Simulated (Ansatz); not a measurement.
**CH2Mg+ (doublet): the correlation ladder, def2-TZVPP**

The task here is to estimate one member of a computed series from the others.

Computed with Ansatz 0.2.0, Gaussian basis. Level: def2-TZVPP, core rule «outside noble gas», up to 6 orbitals frozen.

The runs, in order: UHF; ROHF; CCSD(T) on UHF.

2 further runs of the same task are left out: 2 set aside as unsound or not needed.

## The geometry

The geometry is a PBE0/def2-TZVP stationary point (not a proven minimum) of the parent state, kept for this charge and spin.

4 atoms, charge 1, spin multiplicity 2.

Atoms are counted from 1 here; the program's logs count them from 0.

Bond lengths: C1–Mg2 2.007 Å, C1–H3 1.089 Å, Mg2–H4 1.696 Å. Angles: Mg2–C1–H3 180.0°, C1–Mg2–H4 180.0°.

As a file:

```xyz
4
charge 1, multiplicity 2
C     0.0000    0.0000    1.1554
Mg    0.0000    0.0000   -0.8516
H     0.0000    0.0000    2.2442
H     0.0000    0.0000   -2.5480
```

The first run:

The input, in.yaml:

```yaml
crystal:
  periodic: [false, false, false]
  atoms:
    - {symbol: C, position_ang: [0.000000, 0.000000, 1.155397]}
    - {symbol: Mg, position_ang: [0.000000, 0.000000, -0.851568]}
    - {symbol: H, position_ang: [0.000000, 0.000000, 2.244181]}
    - {symbol: H, position_ang: [0.000000, 0.000000, -2.548010]}
basis:
  gaussian: {orbitals: def2-TZVPP}
total_charge: 1
magnetization: {spin_polarized: true, initial_magnetization: 1}
hamiltonian: {xc: hf}
output: {orbitals: {seedname: orbitals}}
```

Launch:

```console
$ ansatz run in.yaml --threads 1 --pin off --events-out ev --progress --plain --max-ram 4096MiB --backend cpu
```

Among the steps run: UHF; ROHF; CCSD(T) on UHF.

One table of the session follows, with a row left open; its other results are not shown here.

It belongs to the step «Misses and costs». 

| method | from UCCSD(T) (kJ/mol) |
| --- | --- |
| ROHF | ? |
| UHF | +420.9 |
| UMP2 | +89.8 |
| UCCSD | +7.9 |
| UCCSD(T) | 0 |

Q: Estimate the row for ROHF from the others.

**Answer.** from UCCSD(T) (kJ/mol): +432.8. In the column «from UCCSD(T) (kJ/mol)» it is the highest.
